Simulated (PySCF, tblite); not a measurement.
# SiNH4 radical: geometry, infrared bands and EPR parameters

Wanted: the infrared bands and EPR parameters of SiNH4 radical (`N[SiH2]`), by calculation.

Programs: tblite 0.8.0 and PySCF 2.14.0, with density-fitted response routines of our own. Each step states its level of theory. These are calculated values for one molecule in the gas phase, unless marked as measured. Atoms are numbered from 0 throughout.

## (1) The starting structure

6 atoms, charge 0, multiplicity 2; geometry from: force field or distance geometry start.

Bonds of the start (Å): N0–Si1 1.69, N0–H2 1.02, N0–H3 1.02, Si1–H4 1.48, Si1–H5 1.47.

## (2) Geometry optimisation with GFN2-xTB

The job: settings as JSON, then the geometry in Å.

```
{"job": {"kind": "relax", "xc": "GFN2-xTB", "basis": "xTB"}, "charge": 0, "multiplicity": 2}
N     -0.885100    -0.117800     0.313300
Si     0.780100     0.102800     0.472500
H     -1.333600     0.785400     0.189900
H     -1.077700    -0.627000    -0.550200
H      1.383000    -1.205500     0.132200
H      1.136400     1.064100    -0.579200
```

Run with:

```bash
$ OMP_NUM_THREADS=1 python probes_run.py task.json out
```

This one command runs all jobs of the session in turn.

The log of the run:

```text
step      E/eV     max force
  0    -180.28782    1.833
  1    -180.34206    0.613
  2    -180.36033    0.501
  3    -180.40945    0.799
  4    -180.44761    0.919
  5    -180.48785    0.791
  6    -180.50754    0.422
  7    -180.51459    0.292
  8    -180.51855    0.285
  9    -180.52741    0.225
 10    -180.53108    0.154
 11    -180.53231    0.086
 12    -180.53300    0.069
 13    -180.53337    0.074
 14    -180.53371    0.072
 15    -180.53416    0.066
 16    -180.53474    0.096
 17    -180.53533    0.091
 18    -180.53570    0.051
 19    -180.53585    0.030
 20    -180.53595    0.037
 21    -180.53612    0.044
 22    -180.53635    0.054
 23    -180.53661    0.055
 24    -180.53684    0.053
 25    -180.53706    0.051
 26    -180.53730    0.049
 27    -180.53755    0.048
 28    -180.53774    0.048
 29    -180.53787    0.048
 30    -180.53805    0.052
 31    -180.53835    0.064
 32    -180.53882    0.081
 33    -180.53936    0.086
 34    -180.53979    0.060
 35    -180.53995    0.038
 36    -180.54003    0.028
 37    -180.54011    0.026
 38    -180.54020    0.053
 39    -180.54027    0.025
 40    -180.54033    0.010
 41    -180.54035    0.005
```

Run time: 0.07 s. Hardware: 1 thread of Arm Neoverse V2, shared host.

Along the way: (not every step is listed)

```tsv
step	energy from step 0 (eV)	largest force (eV/Å)
0	0.0000	1.8334
1	-0.0542	0.6125
2	-0.0725	0.5015
3	-0.1216	0.7994
4	-0.1598	0.9187
5	-0.2000	0.7912
6	-0.2197	0.4219
7	-0.2268	0.2919
8	-0.2307	0.2848
10	-0.2433	0.1537
12	-0.2452	0.0689
14	-0.2459	0.0720
16	-0.2469	0.0960
18	-0.2479	0.0512
20	-0.2481	0.0369
22	-0.2485	0.0536
24	-0.2490	0.0532
26	-0.2495	0.0486
28	-0.2499	0.0475
30	-0.2502	0.0525
32	-0.2510	0.0810
34	-0.2520	0.0603
36	-0.2522	0.0276
37	-0.2523	0.0259
38	-0.2524	0.0528
39	-0.2524	0.0254
40	-0.2525	0.0101
41	-0.2525	0.0046
```

Distances of close pairs at the start and the end, largest changes first:

```tsv
bond	before (Å)	after (Å)	change (Å)
N0–Si1	1.687	1.723	+0.035
Si1–H4	1.480	1.454	-0.026
N0–H3	1.021	1.012	-0.009
N0–H2	1.016	1.007	-0.009
Si1–H5	1.469	1.463	-0.006
```

The end geometry stands in the next job.

## (3) Infrared spectrum with GFN2-xTB

The job: settings as JSON, then the geometry in Å.

```
{"job": {"kind": "ir", "xc": "GFN2-xTB", "basis": "xTB"}, "charge": 0, "multiplicity": 2}
N     -0.890818    -0.101691     0.182349
Si     0.809298     0.141464     0.315847
H     -1.516978     0.651434     0.416539
H     -1.250523    -0.601242    -0.620371
H      1.431688    -1.172785     0.304879
H      1.420456     1.084810    -0.620818
```

The log of the run:

```text
mode    cm-1     km/mol
  1     193.8      9.60
  2     501.0    169.57
  3     541.8     88.56
  4     580.4     73.70
  5     763.2    146.31
  6     824.2     70.25
  7     895.6    138.88
  8    1529.9     22.19
  9    2231.1    428.94
 10    2322.7    343.05
 11    3387.5     13.03
 12    3497.6      1.91
```

Wall time 0.04 s (1 thread of Arm Neoverse V2, shared host).

Which atoms move in the most intense modes:

```tsv
cm⁻¹	km/mol	atoms
501	169.6	H2 41 %, H3 38 %, N0 18 %
542	88.6	H4 47 %, H5 36 %
580	73.7	H5 57 %, H4 27 %
763	146.3	H4 50 %, H5 45 %
824	70.2	H2 39 %, H3 38 %, N0 13 %
896	138.9	N0 53 %, Si1 36 %
2231	428.9	H5 96 %
2323	343.1	H4 97 %
```

## (4) EPR parameters: B3LYP/pcH-1

The job, as its differences from that of step 3:

```diff
@@ -1,2 +1,2 @@
-{"job": {"kind": "ir", "xc": "GFN2-xTB", "basis": "xTB"}, "charge": 0, "multiplicity": 2}
+{"job": {"kind": "epr", "basis": "pcH-1"}, "charge": 0, "multiplicity": 2}
 N     -0.890818    -0.101691     0.182349
```

Level: UKS B3LYP, pcH-1 on H N Si, non-relativistic, mean-field spin-orbit, GIAO.

The log of the run:

```text
UKS, coarse grid
  cycle   1  E = -346.59065788  |g| = 3.25e-01
  cycle   2  E = -346.52642287  |g| = 4.96e-01
  cycle   3  E = -346.63210532  |g| = 3.73e-02
  cycle   4  E = -346.63278331  |g| = 5.30e-03
  cycle   5  E = -346.63280008  |g| = 8.64e-04
  cycle   6  E = -346.63280229  |g| = 3.78e-04
UKS, final grid
  cycle   1  E = -346.63280291  |g| = 3.54e-04
  cycle   2  E = -346.63280287  |g| = 5.02e-04
  cycle   3  E = -346.63280298  |g| = 5.86e-05
  cycle   4  E = -346.63280298  |g| = 1.65e-05
internal stability: stable
E = -346.63280298 Eh   <S^2> = 0.7513 (exact 0.7500)
g shifts (ppm)      1          2          3
  rmc          -131       -131       -131
  gc             11         44         43
  oz_so         -21        446       1980
  total        -141        359       1892
hyperfine (MHz)  atom isotope    a_iso     a_fc   dipolar eigenvalues
    0   14N      20.36      20.34     -2.37     -1.69      4.06
    1  29Si    -513.04    -514.09   -168.97     82.53     86.45
    2    1H       5.63       5.62     -5.59     -2.67      8.26
    3    1H      67.99      67.99     -4.43     -2.08      6.51
    4    1H      17.54      17.52     -9.61      0.30      9.31
    5    1H      93.72      93.70     -9.78      1.65      8.13
```

Wall time 8.5 s (1 thread of Arm Neoverse V2, shared host); peak memory 0.32 GiB.

Principal g values 2.00218, 2.00268, 2.00421; g(iso) = 2.00302, against 2.00232 for a free electron.

Hyperfine couplings; where a row names several nuclei, a(iso) is their mean (it holds for fast rotation or exchange) and the dipolar term the largest among them:

```tsv
nuclei	isotope	a(iso) (MHz)	a(iso) (G, at g = 2.0023)	largest dipolar term (MHz)
Si1	29Si	-513.0	-183.1	-169.0
H4, H5	1H	55.6	19.8	-9.8
H2, H3	1H	36.8	13.1	8.3
N0	14N	20.4	7.3	4.1
```

Mulliken spin populations:

```tsv
atom	value (e)
N0	0.01
Si1	0.95
H2	0.00
H3	0.02
H4	-0.01
H5	0.04
```

In first order the couplings over 0.8 MHz of 1H, 14N give 27 distinct lines over 80.5 G, if the averaged nuclei exchange fast; the same motion can average rows kept apart here too.

Orbitals, density, ELF and potential are computed afterwards from the orbital file.

ELF in a plane through or near 4 of the atoms.

Ten even steps from ' ' (0.00) to '@' (1.00):
```
                                                        
                                                        
                                                        
          ..--++####++--                                
          **@@@@@@@@@@##::                              
        --@@@@@@@@@@@@@@==    ..--====::..              
        ==@@@@@@@@@@@@@@==  ..==******==::..            
        ::%%@@@@@@@@@@@@==::++##%%%%%%**==..            
          ==##@@@@%%++....--%%%%##%%%%**==..            
          ..::==--..**##**..%%##..::####++--..          
            ..::....%%++##..%%##==**@@@@%%**--          
          ..::++**::..::....****##%%@@@@@@%%**          
          ::++##%%@@%%++--::----==##@@@@@@%%**          
          ::++##%%@@%%##==::..  ..--**####++::          
          ::==##%%%%##++--..        ..::::..            
            ::--====--::..                              
                ....                                    
                                                        
                                                        
                                                        
```
The map spans 8.3 Å across and 7.6 Å up, centred on the molecule. Atoms in the plane (x, y in Å): N0 (0.9, 0.2), Si1 (-0.8, -0.1), H2 (1.5, -0.5), H4 (-1.5, 1.2).

On the surface of density 0.002 e/bohr³ the electrostatic potential runs, from the 1st to the 99th percentile, from -1.30 V near N0 to 1.70 V near H2.

The spin density lies nearest to Si1 67 %; H5 13 %; H4 10 %.

## (5) Summary of results

```
                                                                  quantity                    value
                                 strongest single infrared mode (GFN2-xTB)    2231 cm⁻¹, 429 km/mol
                                              zero-point energy (GFN2-xTB)            24.7 kcal/mol
                                                            g(iso) (B3LYP)                  2.00302
                                                                      ⟨S²⟩       0.751 (exact 0.75)
                                        largest a(iso) (averaged by class)  29Si on Si1, -513.0 MHz
potential on the surface of density 0.002 e/bohr³, 1st and 99th percentile       -1.30 V and 1.70 V
```

What this shows: The optimisation took 41 steps and gained 0.253 eV; among the close pairs (by a distance rule), N0–Si1 changed most, from 1.687 to 1.723 Å. No mode is imaginary among the 12: a minimum at this level. The strongest single mode, at 2231 cm⁻¹, moves mainly H5. GFN2-xTB is a fitted tight-binding method: band positions and strengths are rough. Its intensities can rank the bands wrongly. Most of the unpaired spin sits on Si1 (0.95 e). The isotropic g lies 0.7 ppt above the free-electron value. The conformer search found further structures of the same energy, which may be mirror or relabelled copies of this one.
